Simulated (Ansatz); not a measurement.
```yaml
crystal:
  periodic: [false, false, false]
  atoms:
    - {symbol: B, position_ang: [-0.818447, 0.243460, 0.002487]}
    - {symbol: B, position_ang: [0.249867, -0.880614, -0.008517]}
    - {symbol: N, position_ang: [0.570827, 0.434879, 0.004083]}
    - {symbol: H, position_ang: [-1.833930, 0.790772, 0.007933]}
basis:
  gaussian: {orbitals: def2-TZVP}
hamiltonian: {xc: pbe0}
relax: {f_tol: 0.004, max_steps: 80}
```

```sh
$ ansatz run in.yaml --threads 1 --pin off --events-out ev --progress --plain --max-ram 2176MiB
```

Steps of the relaxation (energy above the last step; positions in Å, forces in eV/Å):

```
4
step 1, 853.8 meV
B    -0.818    0.243    0.002   -0.567    1.147    0.011
B     0.250   -0.881   -0.009    1.977    1.602    0.015
N     0.571    0.435    0.004   -0.627   -3.025   -0.029
H    -1.834    0.791    0.008   -0.783    0.276    0.003
```

```
4
step 2, 716.1 meV
B    -0.825    0.255    0.003   -0.071    0.802    0.008
B     0.283   -0.878   -0.009    0.887    0.281    0.003
N     0.573    0.406    0.004   -0.588   -1.090   -0.010
H    -1.863    0.806    0.008   -0.228    0.007    0.000
```

```
4
step 3, 674.8 meV
B    -0.827    0.272    0.003    0.307    0.534    0.005
B     0.310   -0.886   -0.009    0.207   -0.608   -0.006
N     0.566    0.388    0.004   -0.505    0.191    0.002
H    -1.880    0.814    0.008   -0.009   -0.117   -0.001
```

```
4
step 12, 0.2 meV
B    -1.012    0.541    0.005   -0.070    0.055    0.001
B     1.131   -0.986   -0.010   -0.062    0.051    0.001
N     0.022   -0.177   -0.002    0.144   -0.114   -0.001
H    -1.972    1.209    0.012   -0.012    0.008    0.000
```

```
4
step 13, 0.0 meV
B    -1.013    0.540    0.005    0.003   -0.002    0.000
B     1.134   -0.980   -0.010    0.000    0.001    0.000
N     0.017   -0.186   -0.002    0.002   -0.003    0.000
H    -1.970    1.214    0.012   -0.004    0.003    0.000
```

Close pairs at the end: B1–H4 1.171 Å, B1–N3 1.260 Å, B2–N3 1.370 Å.

A stationary point of restricted PBE0 after 13 steps (its stability towards spin polarisation wasn't tested); no frequencies were run, so it isn't proven a minimum. 11 s on 1 thread of Intel Xeon 6975P-C, shared host.
